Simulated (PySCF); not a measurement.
**Boron: a sound run and one with changed settings**

Sound run: B [He] 2s2 2p1, B⁺ [He] 2s2. Computed with PySCF 2.14 in pcseg-2 (4s3p2d1f, 30 functions), with the non-relativistic Hamiltonian (point nucleus). In the sound run the correlated levels freeze 1s2. The sound run starts from symmetry-adapted Hartree-Fock orbitals and uses a fine grid where one is needed.

Changed run: initial guess 1e, at most 50 SCF cycles.

| species | method | sound run (hartree) | changed run (hartree) | converged |
| --- | --- | --- | --- | --- |
| B | UHF | -24.52921 | -24.52921 | yes |
| B | MN15 | -24.63132 | -24.63132 | yes |
| B | CCSD(T) | -24.59227 | -24.59227 | yes |
| B⁺ | M06-2X | -24.34590 | -24.34590 | yes |
| B⁺ | MP2 | -24.26946 | -24.26946 | yes |

Here the plain start reaches the same solutions.
